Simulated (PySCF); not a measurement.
# propylene oxide (C₃H₆O): electronic excitations and core binding energies

What electronic excitations and core binding energies should propylene oxide (C₃H₆O) (`C[C@@H]1CO1`) show?

The runs use PySCF 2.14.0, with density-fitted response routines of our own; the level of theory stands in each step. All values are computed, except where a source is named. Atoms are numbered from 0 throughout.

## 1. The molecule as given

10 atoms, charge 0, multiplicity 1; geometry from: GFN2-xTB.

Bonds of the start (Å): C0–C1 1.51, C1–C2 1.46, C2–O3 1.40, O3–C1 1.40, C0–H4 1.09, C0–H5 1.09, C0–H6 1.09, C1–H7 1.09, C2–H8 1.08, C2–H9 1.08.

## 2. Excited states and response: B3LYP/def2-SVPD

Job settings and geometry (Å):

```
{"job": {"kind": "uv", "xc": "B3LYP", "basis": "def2-SVPD", "nstates": 8, "ntriplets": 3}, "charge": 0, "multiplicity": 1}
C     -1.251412    -0.077277    -0.019899
C      0.143558     0.371350    -0.372285
C      1.320582    -0.244002     0.244245
O      0.889475     1.037302     0.604795
H     -1.287533    -0.411771     1.013895
H     -1.552288    -0.894014    -0.672595
H     -1.950903     0.746261    -0.142934
H      0.254371     0.778784    -1.375989
H      1.184915    -1.012767     0.996981
H      2.258117    -0.289211    -0.298743
```

With the program's defaults for keys left out, this is: TDDFT B3LYP/def2-SVPD, vertical, gas phase, core orbitals frozen in the response.

**Question.** This job is followed by: delta-SCF UKS SCAN, pcX-2 on the ionised atom, pcseg-1 elsewhere, spin-free X2C. What will the session give for the following? lowest singlet (B3LYP/def2-SVPD); brightest single state of those computed; lowest triplet; C1s binding energies, SCAN/pcX-2; O1s binding energies, SCAN/pcX-2.

The runs gave:

```
                                quantity                               value
        lowest singlet (B3LYP/def2-SVPD)         7.32 eV (169 nm), f = 0.014
brightest single state of those computed         state 4, 8.00 eV, f = 0.038
                          lowest triplet                             7.21 eV
        C1s binding energies, SCAN/pcX-2  C1 292.26, C2 292.09, C0 290.92 eV
        O1s binding energies, SCAN/pcX-2                        O3 538.48 eV
```

The lowest singlet, at 7.32 eV, is HOMO→LUMO 0.97 and is weak; of the 8 states computed, the strongest absorption comes from states 3 to 5 together at 8.00 eV. The lowest triplet lies 0.11 eV below the lowest singlet (triplets in Tamm-Dancoff, singlets in full TDDFT). States above −ε(HOMO) lie where TDDFT describes them poorly and they hang on the basis; the brightest is among them. The C1s levels kept as sound span 1.34 eV, from C0 (methyl carbon) up to C1 (epoxide ring carbon).
